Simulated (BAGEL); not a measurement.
# SiH2S (SMILES [SiH]S) at HF/STO-3G (density fitting with qzvpp-jkfit)

What is the vertical ionisation energy of SiH2S at HF/STO-3G (density fitting with qzvpp-jkfit)? 

Program for the calculation: BAGEL 1.2.2.

2 further runs of the same task are left out: 2 set aside as unsound or not needed.

### 1 The structure to begin with

SiH2S: 4 atoms, total charge 0, spin state singlet. As SMILES, `[SiH]S`. The coordinates come from a PBE0-D4/def2-TZVP relaxation.

Bond lengths: Si1–S2 2.115 Å, Si1–H3 1.525 Å, S2–H4 1.346 Å. Angles: Si1–S2–H4 97.5°, S2–Si1–H3 89.3°.

### 2 The energy at HF/STO-3G (density fitting with qzvpp-jkfit)

The input, hf.json:

```json
{ "bagel" : [

{
  "title" : "molecule",
  "basis" : "sto-3g",
  "df_basis" : "qzvpp-jkfit",
  "angstrom" : "true",
  "geometry" : [
    { "atom" : "Si", "xyz" : [   -0.262800,   -1.074400,    0.161100 ] },
    { "atom" : "S", "xyz" : [    0.190500,    0.958800,   -0.206600 ] },
    { "atom" : "H", "xyz" : [    1.017500,   -1.190800,    0.981400 ] },
    { "atom" : "H", "xyz" : [   -0.889700,    1.246000,   -0.956200 ] }
  ]
},
{ "title" : "hf", "charge" : 0 },
{ "title" : "print", "file" : "orbitals.molden", "orbitals" : "true" }

]}
```

On the command line:

```sh
BAGEL_NUM_THREADS=1 BAGEL hf.json > hf.out
```

The log of the run:

```text
* using 1 threads per process

  ===============================================================
  ===============================================================

  *** Geometry ***

  { "atom" : "Si", "xyz" : [     -0.496620,     -2.030322,      0.304435 ] },
  { "atom" : "S", "xyz" : [      0.359993,      1.811869,     -0.390417 ] },
  { "atom" : "H", "xyz" : [      1.922796,     -2.250286,      1.854577 ] },
  { "atom" : "H", "xyz" : [     -1.681289,      2.354599,     -1.806956 ] },

  Number of auxiliary basis functions:      292

  Since a DF basis is specified, we compute 2- and 3-index integrals:
    o Being stored without compression. Storage requirement is 0.001 GB

  Number of basis functions:       20
  Number of electrons      :       32

    * METHOD: MOLECULE                             0.04

  *** RHF ***

  === Nuclear Repulsion ===
    73.3930779373

      * DIIS with orbital gradients will be used.

  === RHF iteration (sto-3g) ===
      0       -679.86509006          0.01216584           0.00
      1       -679.89202376          0.00352438           0.00
      2       -679.89432627          0.00058478           0.00
      3       -679.89446887          0.00020245           0.00
      4       -679.89449090          0.00004414           0.00
      5       -679.89449180          0.00000689           0.00
      6       -679.89449182          0.00000117           0.00
      7       -679.89449182          0.00000016           0.00
      8       -679.89449182          0.00000002           0.00
      9       -679.89449182          0.00000001           0.00
    * SCF iteration converged.

    * Permanent dipole moment:
           (    0.331134,     0.328651,     0.098136) a.u.

    * METHOD: HF                                   0.07

    * METHOD: PRINT                                0.00

  ===============================================================
```

Run time: 0.26 s. Hardware: 1 thread of Arm Neoverse V2, shared host.

### 3 The doublet cation at the same level

The input, calc.json:

```json
{ "bagel": [

{
  "title": "molecule",
  "basis": "sto-3g",
  "df_basis": "qzvpp-jkfit",
  "angstrom": true,
  "geometry": [
    { "atom": "Si", "xyz": [   -0.262800,   -1.074400,    0.161100 ] },
    { "atom": "S", "xyz": [    0.190500,    0.958800,   -0.206600 ] },
    { "atom": "H", "xyz": [    1.017500,   -1.190800,    0.981400 ] },
    { "atom": "H", "xyz": [   -0.889700,    1.246000,   -0.956200 ] }
  ]
},
{
  "title": "uhf",
  "charge": 1,
  "nopen": 1
},
{
  "title": "print",
  "file": "orbitals.molden",
  "orbitals": true
}

]}
```

On the command line:

```sh
BAGEL_NUM_THREADS=1 BAGEL calc.json > calc.out
```

The log of the run:

```text
* using 1 threads per process

  ===============================================================
  ===============================================================

  *** Geometry ***

  { "atom" : "Si", "xyz" : [     -0.496620,     -2.030322,      0.304435 ] },
  { "atom" : "S", "xyz" : [      0.359993,      1.811869,     -0.390417 ] },
  { "atom" : "H", "xyz" : [      1.922796,     -2.250286,      1.854577 ] },
  { "atom" : "H", "xyz" : [     -1.681289,      2.354599,     -1.806956 ] },

  Number of auxiliary basis functions:      292

  Since a DF basis is specified, we compute 2- and 3-index integrals:
    o Being stored without compression. Storage requirement is 0.001 GB

  Number of basis functions:       20
  Number of electrons      :       32

    * METHOD: MOLECULE                             0.04

  *** Open-shell HF ***

  === Nuclear Repulsion ===
    73.3930779373

      * DIIS with orbital gradients will be used.

  === UHF iteration (sto-3g) ===
      0       -679.62444516          0.03227997           0.01
      1       -679.67033601          0.01791250           0.01
      2       -679.68377888          0.00840494           0.01
      3       -679.68742105          0.00182186           0.01
      4       -679.68820833          0.00065219           0.01
      5       -679.68834908          0.00041874           0.01
      6       -679.68847678          0.00022742           0.01
      7       -679.68852638          0.00008189           0.01
      8       -679.68853385          0.00004000           0.01
      9       -679.68853647          0.00002517           0.01
     10       -679.68853808          0.00001092           0.01
     11       -679.68853829          0.00000315           0.01
     12       -679.68853829          0.00000059           0.01
     13       -679.68853829          0.00000018           0.01
     14       -679.68853829          0.00000010           0.01
     15       -679.68853829          0.00000008           0.01
     16       -679.68853829          0.00000004           0.01
     17       -679.68853829          0.00000004           0.01
     18       -679.68853829          0.00000002           0.01
     19       -679.68853829          0.00000001           0.01
     20       -679.68853829          0.00000001           0.01
    * SCF iteration converged.

    * S^2 (UHF) is 0.7705

    * Permanent dipole moment:
           (    0.726373,     1.294274,     0.032938) a.u.

    * METHOD: UHF                                  0.18

    * METHOD: PRINT                                0.00

  ===============================================================
```

Wall time 0.38 s (1 thread of Arm Neoverse V2, shared host).

### 4 Results

At HF/STO-3G (density fitting with qzvpp-jkfit):

| quantity | value |
| --- | --- |
| singlet SiH2S: total energy | -679.89449 Eh |
| singlet SiH2S: dipole moment | 1.21 D |
| singlet SiH2S: HOMO energy | -6.13 eV |
| singlet SiH2S: LUMO energy | 5.96 eV |
| singlet SiH2S: HOMO–LUMO gap | 12.09 eV |
| doublet cation: total energy | -679.68854 Eh |
| doublet cation: ⟨S²⟩ | 0.770 |
| vertical ionisation energy (to the doublet cation) | 5.604 eV |

Removing an electron at fixed nuclei costs 5.60 eV (541 kJ/mol). The negative HOMO energy of the first species, 6.13 eV, lies 0.52 eV above that difference. In a minimal basis such a difference can be off by several eV, whatever the method.
